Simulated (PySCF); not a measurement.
## Reproducing measurements on C2H5NO

**Experimental background.**

NIST CCCBDB Release 22 (SRD 101), experimental dipoles lists, for the gas: dipole moment (dielectric constant and refractivity) 3.76 D.

From NIST CCCBDB Release 22 (SRD 101), experimental polarizabilities, for the gas: mean polarisability 5.67 Å³.

The results are set against them at the end.

C2H5NO.
Numbering: `[CH3:1][C:2]([NH2:3])=[O:4]` (hydrogens: H5, H6, H7 on C1; H8, H9 on N3)

Cartesian coordinates in Å at the GFN2-xTB level; atoms count from 1:
```
atom  x, y, z in Å
C1    -1.096   -0.012    0.083
C2     0.276    0.458   -0.351
N3     1.288   -0.312    0.122
O4     0.475    1.424   -1.049
H5    -1.187    0.070    1.164
H6    -1.246   -1.051   -0.204
H7    -1.854    0.606   -0.388
H8     2.235   -0.068   -0.111
H9     1.124   -1.109    0.710
```

Runs made with PySCF (gas phase, on this GFN2-xTB geometry; no spin–orbit coupling):

```tsv
level	job	basis functions	wall time
PBE0/def2-SVPD	8 singlets by full TDDFT, 3 Tamm–Dancoff triplets, polarisability	123	6.6 s
```

Hardware: one thread of an Arm Neoverse V2, no GPU (shared host).

**Comparison with experiment**

**Dipole moment.** Measured: 3.76 D (NIST CCCBDB Release 22 (SRD 101), experimental dipoles).

```tsv
level	computed (D)	computed − measured (D)	% (from the printed values)
PBE0/def2-SVPD	4.00	+0.24	+6
```

The computed dipoles belong to one fixed geometry; measured ones are averaged over vibrations unless marked μe. Magnitudes are compared, not signs.

**Mean polarisability.** Measured: 5.67 Å³ (NIST CCCBDB Release 22 (SRD 101), experimental polarizabilities).

| level | computed (Å³) | computed − measured (Å³) | % (from the printed values) |
| --- | --- | --- | --- |
| PBE0/def2-SVPD | 5.60 | -0.07 | -1 |

The computed values are static and purely electronic, with core orbitals frozen in the response (1 au = 0.148185 Å³). The table of measured values doesn't say here whether a value is static or optical, or holds a vibrational part.

No measured geometry was used, and the causes of the misses weren't examined.
